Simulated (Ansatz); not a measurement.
**C3H4N2: basis-set convergence**

An exercise on one series of results from a longer session: the logs are not shown, and one member is left open.

Program: Ansatz 0.2.0, Gaussian basis. Level of theory: one geometry, several basis sets. These are calculated values, not measurements.

Plan: PBE0-D4/def2-SVP; ωB97M-V/def2-SVP; PBE0-D4/def2-QZVPP; ωB97M-V/def2-QZVPP; the functionals' def2-TZVPP values are taken from earlier runs.

### Structure used throughout

The geometry comes from an earlier relaxation with PBE0-D4 in a triple-zeta def2 set; it is a stationary point, not always the lowest conformer.

SMILES `C=NC1C=N1`, 9 atoms, charge 0, spin multiplicity 1.

Atoms are counted from 1 here; the program's logs count them from 0.

Bond lengths: C1–N2 1.261 Å, C1–H6 1.095 Å, C1–H7 1.088 Å, N2–C3 1.415 Å, C3–C4 1.438 Å, C3–N5 1.531 Å, C3–H8 1.085 Å, C4–N5 1.248 Å, C4–H9 1.084 Å. Angles: N2–C1–H6 123.4°, N2–C1–H7 118.7°, H6–C1–H7 117.8°, C1–N2–C3 119.3°, N2–C3–C4 122.5°, N2–C3–N5 121.2°, N2–C3–H8 112.9°, C4–C3–N5 49.6°, C4–C3–H8 120.1°, N5–C3–H8 116.1°, C3–C4–N5 69.0°, C3–C4–H9 151.0°, N5–C4–H9 139.9°, C3–N5–C4 61.3°.

The first run:

Contents of in.yaml:

```yaml
crystal:
  periodic: [false, false, false]
  atoms:
    - {symbol: C, position_ang: [0.500951, 1.128448, -0.966160]}
    - {symbol: N, position_ang: [-0.396426, 1.042424, -0.084419]}
    - {symbol: C, position_ang: [-0.778536, -0.233994, 0.391769]}
    - {symbol: C, position_ang: [0.149337, -1.131906, 1.024742]}
    - {symbol: N, position_ang: [-0.116150, -1.509086, -0.135366]}
    - {symbol: H, position_ang: [1.009874, 0.258675, -1.395741]}
    - {symbol: H, position_ang: [0.785169, 2.114323, -1.329402]}
    - {symbol: H, position_ang: [-1.838653, -0.303045, 0.611803]}
    - {symbol: H, position_ang: [0.772934, -1.412239, 1.865774]}
basis:
  gaussian: {orbitals: def2-SVP}
hamiltonian: {xc: pbe0, dispersion: d4}
output: {orbitals: {seedname: orbitals}}
```

Started as:

```bash
$ ansatz run in.yaml --threads 2 --pin off --events-out ev --progress --plain --max-ram 4352MiB
```

Steps of the session up to this table: PBE0-D4 in def2-SVP; ωB97M-V in def2-SVP; PBE0-D4 in def2-QZVPP; ωB97M-V in def2-QZVPP.

One table of the session follows, with a row left open; its other results are not shown here.

It belongs to the step «Functionals by basis». 

| functional | basis | HOMO (eV) |
| --- | --- | --- |
| PBE0-D4 | def2-SVP | -7.18 |
| PBE0-D4 | def2-TZVPP | -7.30 |
| PBE0-D4 | def2-QZVPP | -7.33 |
| ωB97M-V | def2-SVP | -9.43 |
| ωB97M-V | def2-TZVPP | ? |
| ωB97M-V | def2-QZVPP | -9.59 |

Q: Estimate the row for ωB97M-V, def2-TZVPP from the others.

As computed: HOMO (eV): -9.56. In the column «HOMO (eV)» it lies between ωB97M-V, def2-QZVPP (-9.59) and ωB97M-V, def2-SVP (-9.43).
